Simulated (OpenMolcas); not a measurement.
An input for SiCl2 (SMILES Cl[Si]Cl)

SiCl2 has 3 atoms, charge 0, and is taken as a singlet. SMILES: `Cl[Si]Cl`. Geometry: relaxed at GFN2-xTB.

| atom | x (Å) | y (Å) | z (Å) |
| --- | --- | --- | --- |
| Si | 0.0051 | -0.0069 | -0.8693 |
| Cl | 1.5816 | -0.0189 | 0.4441 |
| Cl | -1.5868 | 0.0259 | 0.4253 |

Settings wanted:

```
method                    : DFT
reference                 : RKS
symmetry                  : none
basis set                 : STO-3G
task                      : energy
functional                : B3LYP
nucleus                   : point
integration grid          : UltraFine
SCF convergence threshold : 1e-10
```

**Question.** Write the OpenMolcas 26.06 input and the command.

**Answer.** One that was run (others would do as well):

test.inp:
```
>>> EXPORT MOLCAS_PRINT=2
&gateway
baslib = $CurrDir
coord
3
angstrom
Si       0.005140      -0.006950      -0.869340
Cl       1.581630      -0.018940       0.444080
Cl      -1.586770       0.025890       0.425270
basis = STO-3G
group = NoSym
&seward
gridinput
Grid=UltraFine
End of Grid
&scf
ksdft = B3LYP
thresholds = 1e-10 1e-07 1e-07 1e-05
prorbitals = 1 1
```

```bash
$ export MOLCAS_MEM=1860
$ pymolcas test.inp > test.log
```

(Basis files named in the input come from the Basis Set Exchange and aren't shown.)

Calculated total energy: -1196.56711 Eh.
